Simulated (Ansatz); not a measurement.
Input for Ansatz (development build ahead of 0.2.0):

```yaml
crystal:
  periodic: [false, false, false]
  atoms:
    - { symbol: S, position_ang: [0.0, 0.0, 0.0] }
    - { symbol: H, position_ang: [0.0, 0.0, 3.808] }
    - { symbol: Al, position_ang: [0.0, 5.7351, -2.6743] }
basis:
  gaussian: { orbitals: pcseg-2 }
magnetization:
  spin_polarized: true
hamiltonian:
  xc: pbe
```

The input is written out in the form of the current development build from the run's settings.

The run gave:

* Converged: yes
* Total energy: -640.69633 hartree
* Spin squared of the determinant: 1.685
* Stability test: minimum

Caution: charge can spread falsely over distant fragments; the unrestricted determinant is a mixture of spin states.
